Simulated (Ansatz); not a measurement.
**Which is lower?**

Two relaxed structures of AlSiNH3, doublet (PBE0-D4/def2-TZVP; forces vanish, vibrations not checked).

A:

```
atom    x (Å)    y (Å)    z (Å)
 Al1   1.1963   0.3345   0.4971
  N2  -0.3922  -0.1486  -0.1169
 Si3  -1.7816  -0.8865  -0.2795
  H4  -2.6684  -0.4664  -1.4421
  H5   2.4907  -0.3947  -0.0537
  H6   1.2898   1.5137   1.5514
```

B:

```
atom    x (Å)    y (Å)    z (Å)
 Al1  -1.8590  -0.9011  -0.3305
  N2  -0.3002  -0.1850   0.0049
 Si3   1.1242   0.3159   0.4680
  H4  -2.7147  -0.3764  -1.5825
  H5   2.4052  -0.2750   0.0069
  H6   1.3445   1.4216   1.4332
```

Ansatz 0.2.0; basis: def2-TZVPP; cores frozen in the correlated methods; orbitals are unrestricted. B3LYP uses VWN-RPA correlation.

Question: Which structure is lower at CCSD(T), and by how much? (Judge from chemistry; the value comes from the calculation.)

Answer: By the calculation: A, by 4.1 kJ/mol (electronic energy, against the other); a gap this small isn't resolved in one triple-zeta basis. By their contacts, A is AlSiNH₃ ([AlH2][N][SiH]) and B is AlSiNH₃ ([AlH][N][SiH2]).

Question: Do the other methods give the same order? (A judgement: the text doesn't fix the answer.)

Answer: Computed: Not all: PBE-D4, r2SCAN-D4, PBE0-D4, HF, MP2 give the other order.

| method | E(B) − E(A) (kJ/mol) |
| --- | --- |
| PBE-D4 | -2.9 |
| r2SCAN-D4 | -2.3 |
| PBE0-D4 | -4.3 |
| B3LYP-D4 | 2.2 |
| wB97M-V | 8.5 |
| HF | -10.0 |
| MP2 | -1.7 |
| CCSD | 1.2 |
| CCSD(T) | 4.1 |

T1 diagnostic: at most 0.025. ⟨S²⟩ of the unrestricted Hartree–Fock references: 0.77 to 0.78 (a pure state has 0.75).

Labels in which every atom is bracketed show which atoms are joined, not bond orders.

For scale, one of the runs: CCSD(T)/def2-TZVPP, 157 basis functions, launched by `ansatz run in.yaml --threads 2 --pin off --events-out ev --progress --plain --max-ram 4352MiB`. The run took 39 s on 2 CPU threads of an Arm Neoverse V2 (shared host), with 2.3 GiB of host memory at its peak.
